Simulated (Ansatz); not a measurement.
Molecule: CN (charge 0, doublet). SMILES: N#[C]
Coordinates optimised at B3LYP-D3(BJ)/def2-TZVP (Ansatz, a quantum-chemistry and plane-wave program):
```
C
N 1 1.1622
```
Charge 0, spin multiplicity 2.

Wanted: enthalpy of formation at 298 K, in kcal/mol. Set-up: no spin-orbit coupling; frozen cores in correlated levels; open shells spin-unrestricted; LANL2DZ all-electron up to Ne; 6-311+G** with 5d; 6-31G* and kin with 6d, 5d where marked; non-relativistic. Ab initio and DFT rows: single points at B3LYP-D3(BJ) geometries (Ansatz), with unscaled harmonic terms from B3LYP/6-31G* at its own minima, enthalpies of formation by atomisation with measured atoms. A UHF reference is markedly spin-contaminated in at least one set, which strains HF and MP2.

Measured values: G2/97 table in ASE (Curtiss et al.); they hold spin-orbit and core effects, anharmonicity. 

Value to compare with, the measured value: 104.9 kcal/mol.

```
level          program  enthalpy of formation at 298 K (kcal/mol)  error
-------------  -------  -----------------------------------------  -----
MP2/STO-3G      Ansatz                                      169.1   64.2
MP2/3-21G       Ansatz                                      160.2   55.3
MP2/LANL2DZ     Ansatz                                      169.9   65.0
MP2/6-31G*      Ansatz                                      134.6   29.7
MP2/6-311+G**   Ansatz                                      133.4   28.5
```

5 of the 5 habitual levels lie above the measured value; their mean absolute error is 48.5 kcal/mol, the median 55.3.

The sets are all those run for this method; runs whose electronic state is in doubt are left out.
